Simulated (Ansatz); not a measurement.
CaB6-type LaB6 was calculated with r²SCAN (plane waves, PAW; Ansatz, a quantum-chemistry and plane-wave program).

Numerical settings: plane-wave cutoff 600 eV, 16×16×16 k mesh, Fermi–Dirac smearing 0.092 eV (set by the program), scalar-relativistic PAW data made under PBE.

Computed at the level's own relaxed cell.

Hill averages of the elastic tensor: K = 179.6 GPa, G = 139.7 GPa. Volume 10.230 Å³/atom, mean atomic mass 29.110 u.

Q: Work out the density, the sound velocities of a polycrystal and the elastic Debye temperature, and Pugh's ratio at this level.

A: ρ = 1.66054 × 29.110/10.230 = 4.725 g/cm³. v_l = √[(K + 4G/3)/ρ] = 8.800 km/s and v_t = √(G/ρ) = 5.437 km/s. The mean follows from 3/v_m³ = 1/v_l³ + 2/v_t³: v_m = 5.997 km/s. Θ_D = (ħ/k_B) v_m (6π²/V)^(1/3) = 76.38 K Å s/km × 5.997 × 1.7955 Å⁻¹ = 822 K, counting all atoms of the cell. K/G = 1.29, to be set beside Pugh's rough bound of 1.75 between brittle and ductile metals.
